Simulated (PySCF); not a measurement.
CHO, SMILES O=[CH], multiplicity 2. Geometry: PBE-D3(BJ)/def2-TZVPD. The isomer is the one that the SMILES or the coordinates give; other isomers of the formula were not compared.

Computed with PySCF with PBE-D3(BJ)/def2-TZVPD.

Harmonic wavenumbers (cm⁻¹): 1065, 1869, 2565. Rotational constants (GHz): 698.1, 44.32, 41.67; symmetry number 1.

Task: Work out the zero-point energy and the ideal-gas rigid-rotor harmonic-oscillator thermochemistry at 298.15 K and 1 atm.

Result: ZPE = ½ Σ hcν = ½ × 5498 cm⁻¹ = 32.89 kJ/mol. H − E(el) = 42.88 kJ/mol. Entropy in J/(mol K): translation 150.75, rotation 67.67, vibration 0.31, spin 5.76, total 224.50. G − E(el) = -24.05 kJ/mol. Cp = 34.65 J/(mol K).
